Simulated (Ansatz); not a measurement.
Reactions of C3H5NO (`NC=C1CO1`).

Isolated molecules relaxed with PBE0-D4/def2-TZVP in Ansatz; ΔE leaves out vibrations. CCSD(T)/CBS is the MP2 limit (def2-TZVPP, def2-QZVPP) plus CCSD(T) − MP2 in def2-TZVPP, frozen cores. This one scheme is used for every species. Double bonds are as drawn, so ΔE can hold a change between cis and trans. One conformer a species, not always the lowest.

Q: Order these by ΔE at CCSD(T)/CBS, lowest first. (Estimate.)
A. `N/C=C1/CO1` → `CC(N)=C=O`
B. `N/C=C1/CO1` → `C=CC(N)=O`
C. `N/C=C1/CO1` → `COCC#N`
D. `N/C=C1/CO1` → `N/C=C/C=O`

A: B (-218.2 kJ/mol), D (-169.1 kJ/mol), C (-124.8 kJ/mol), A (-107.1 kJ/mol).

Largest T1 diagnostic: 0.016, for `N/C=C/C=O`.
